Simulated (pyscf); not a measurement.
Structures and frequencies: ωB97X-D3(BJ)/def2-SVP in PySCF. MP2 and CC: frozen core, UHF for open shells. ΔMP2 is the change of the MP2 total energy from the triple- to the quadruple-zeta basis.

### Question
PBE/def2-TZVP puts the barrier of F–Ge:–F [singlet] + water (H₂O) → HO–GeH(F)–F (insertion; singlet surface; H–O broken, Ge–O, Ge–H formed) at 33.3 kcal/mol and the reaction energy at -14.4 kcal/mol, from the separated reactants. What do B3LYP-D3(BJ)/def2-TZVP, ωB97M-D3(BJ)/def2-TZVP, CCSD(T)/def2-TZVPP + ΔMP2(QZVPP) give on the same structures?

### Answer
B3LYP-D3(BJ): ΔE‡ = 40.2 kcal/mol, ΔE = -15.3 kcal/mol; ωB97M-D3(BJ): ΔE‡ = 42.4 kcal/mol, ΔE = -16.6 kcal/mol; CCSD(T): ΔE‡ = 40.8 kcal/mol, ΔE = -20.2 kcal/mol. PBE's barrier lies under all of them, by 6.9 to 9.1 kcal/mol. Its reaction energy lies over all of them, by 0.9 to 5.8 kcal/mol. Low barriers are usual for a GGA, whose delocalisation error favours stretched bonds. On the reactant side the descent ends in an adduct with a Ge–O contact (not fully relaxed), 16.0 kcal/mol under the separated species and 55.7 kcal/mol under the saddle at ωB97X-D3(BJ)/def2-TZVP. What is counted as formed (Ge–O) is already present as a longer contact in the reactant adduct; forming that adduct is a step of its own. One saddle was located; it need not be the lowest between these sides. The CCSD(T) − MP2 part came from Ansatz, without density fitting, on the same reference. The frozen core leaves the outer d or s,p core shells of the metals and heavy elements correlated in the MP2 and CC values, and def2-TZVPP describes them poorly, which can shift differences by a few kcal/mol. Elements up to Kr have no core potential and no relativistic terms here.
